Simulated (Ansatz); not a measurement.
formaldehyde (SMILES C=O) moved off its minimum; all values from Ansatz (a program for electronic structure), cores frozen in correlated methods.
(charge 0, multiplicity 1)
```xyz
4

C     -0.58808    -0.00913    -0.00648
O      0.69080    -0.05887    -0.03825
H     -1.29834    -0.59113    -0.06059
H     -0.77545     1.10529     0.00450
```

Forces at PBE/def2-TZVPP (eV/Å):

```json
[
 {"atom": "C1", "Fx": "11.828", "Fy": "10.062", "Fz": "0.150"},
 {"atom": "O2", "Fx": "-3.443", "Fy": "-2.169", "Fz": "0.135"},
 {"atom": "H3", "Fx": "-6.888", "Fy": "-7.281", "Fz": "-0.460"},
 {"atom": "H4", "Fx": "-1.497", "Fy": "-0.611", "Fz": "0.175"}
]
```

Question: Give the forces (eV/Å), the total energy and the dipole at CCSD(T)/aug-cc-pVTZ.

Answer: 
```tsv
atom	Fx	Fy	Fz
C1	11.394	10.414	0.149
O2	-3.357	-2.253	0.126
H3	-6.602	-7.195	-0.450
H4	-1.435	-0.966	0.175
```
Energy -114.2928 hartree, dipole 2.61 D.

Doubts at one or more of the structures used: a restricted determinant that unrestricted orbitals would lower (CCSD(T)/aug-cc-pVTZ).
